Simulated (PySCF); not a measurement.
**How the method moves the HOMO and LUMO of `CCS(=O)(=O)Cl`**

Compound: C₂H₅ClO₂S.
SMILES with atom numbers: `[CH3:1][CH2:2][S:3](=[O:4])(=[O:5])[Cl:6]` (hydrogens: H7, H8, H9 on C1; H10, H11 on C2)

Cartesian coordinates in Å at the PBE0-D3(BJ)/def2-SVP level; atoms count from 1:
```
atom  x, y, z in Å
C1    -1.276    0.295   -0.386
C2    -0.279   -0.350    0.546
S3     1.412   -0.270   -0.041
O4     1.460   -0.686   -1.426
O5     2.295   -0.829    0.957
Cl6    1.706    1.815   -0.009
H7    -2.286    0.192    0.035
H8    -1.255   -0.184   -1.374
H9    -1.062    1.366   -0.510
H10   -0.427   -1.439    0.645
H11   -0.251    0.087    1.555
```

Basis pcSseg-2 throughout (PySCF), one geometry. Geometry: PBE0-D3(BJ)/def2-SVP, one conformer, isolated molecule.

Q: How do the orbital energies, the gap and the dipole change with the method?

A: 
```tsv
method	kind	HOMO (eV)	LUMO (eV)	gap (eV)	μ (D)	SCF cycles
BLYP	GGA	-7.52	-2.71	4.81	4.13	17
OPBE	GGA	-7.63	-2.64	4.99	4.03	18
PBE	GGA	-7.65	-2.78	4.87	4.09	17
BP86	GGA	-7.75	-2.89	4.87	4.12	17
LDA	LDA	-7.84	-3.03	4.81	4.19	16
HF	Hartree–Fock	-12.86	1.97	14.83	4.77	11
```

The HOMO spans 5.34 eV, from BLYP down to HF, and the gap runs from 4.81 eV (BLYP) to 14.83 eV (HF). The dipole ranges from 4.03 D (OPBE) to 4.77 D (HF). This basis has no diffuse functions.
